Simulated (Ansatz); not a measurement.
Reaction: C2H8N2 (SMILES NCCN) → 2 CH4N (SMILES N[CH2], doublet) (the C-C bond breaks)
Each species at its own B3LYP-D3(BJ)/def2-TZVP minimum (Ansatz, a first-principles code), one conformer.

Total energies in hartree (Ansatz). UHF or UKS for unpaired electrons; spin-orbit terms are left out. Correlated methods leave the cores frozen. No relativity.

```tsv
species	HF/cc-pVTZ	CCSD(T)/cc-pVTZ	HF/cc-pVQZ	CCSD(T)/cc-pVQZ	CCSD(T)/cc-pVDZ	CCSDT(Q)/cc-pVDZ
1: C2H8N2 (SMILES C(N)CN)	-189.34813	-190.20347	-189.36253	-190.26454	-189.99114	-189.99324
2: CH4N (SMILES [CH2]N, doublet)	-94.63037	-95.03819	-94.63793	-95.06838	-94.93237	-94.93353
```

Question: Work out the bond dissociation energy (electronic) in kJ/mol: take Hartree-Fock from cc-pVQZ, extrapolate the CCSD(T) correlation energy as X^-3 (X = 3, 4), and add CCSDT(Q) - CCSD(T) in cc-pVDZ. 1 hartree = 2625.5 kJ/mol.

Answer: 
Species 1: correlation (64·(-0.90201) - 27·(-0.85534))/37 = -0.93607; step -0.00210; E1 = -189.36253 + (-0.93607) + (-0.00210) = -190.30070
Species 2: correlation (64·(-0.43045) - 27·(-0.40782))/37 = -0.44696; step -0.00116; E2 = -94.63793 + (-0.44696) + (-0.00116) = -95.08605
-1·E1 +2·E2 = 0.12860 hartree = 337.6 kJ/mol.
